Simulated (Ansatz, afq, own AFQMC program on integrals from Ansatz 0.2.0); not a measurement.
## P2H4, singlet in def2-TZVP, levels against CCSDT(Q)

```csv
atom,x (Å),y (Å),z (Å)
P,0.3677,-1.0579,-0.0828
P,-0.3679,1.0582,0.0790
H,-0.4999,-1.5307,0.9515
H,-0.5751,-1.4009,-1.1025
H,0.5053,1.5335,-0.9496
H,0.5698,1.3978,1.1044
```

Connectivity, by distances: PH2–PH2.

Basis def2-TZVP. Only valence electrons are correlated. Ansatz 0.2.0 and our own AFQMC program on the same integrals; the CISD trial comes from CCSD amplitudes, and released means the phaseless constraint is let go. ± is one standard error of the sampling.

Determinant: RHF, the one that the program's search chose, which needn't be the lowest solution. The geometry is a PBE0/def2-SVP stationary point of this or a neighbouring charge and spin state.

No full CI on the walks' own integrals is used here; CCSDT(Q) serves as the reference and is uncertain by about the last step of the cluster series.

```
T1 diagnostic                               : 0.0144
weight of the determinant in the CISD state : 0.831
size of the correlated space                : 14 electrons in 88 orbitals
```

| level | correlation energy (eV) |
| --- | --- |
| MP2 | -8.2432 |
| CCSD | -9.5206 |
| CCSD(T) | -9.9192 |

Question: Estimate where phaseless AFQMC with a CISD trial lies against CCSD(T) on the same integrals.

Answer: 1.20 ± 0.13 kcal/mol below CCSD(T).

Reference: CCSDT(Q), correlation energy -9.981 eV. The released energy is read at 2.40 1/Eh (meV from the phaseless value at times in 1/Eh: -9 ± 6 at 0.24, -12 ± 5 at 0.51, -17 ± 5 at 0.99, -21 ± 5 at 1.62, -17 ± 9 at 2.40).

```tsv
level	E − E(reference) (kcal/mol)	share of correlation (%)
CCSD(T)	1.42	99.38
CCSDT	0.50	99.78
ph-AFQMC/CISD	0.22 ± 0.13	99.90
released AFQMC	-0.18 ± 0.20	100.08
```

Released energies are given only where the last usable release times agree within the noise; a slower fall can still hide under it.
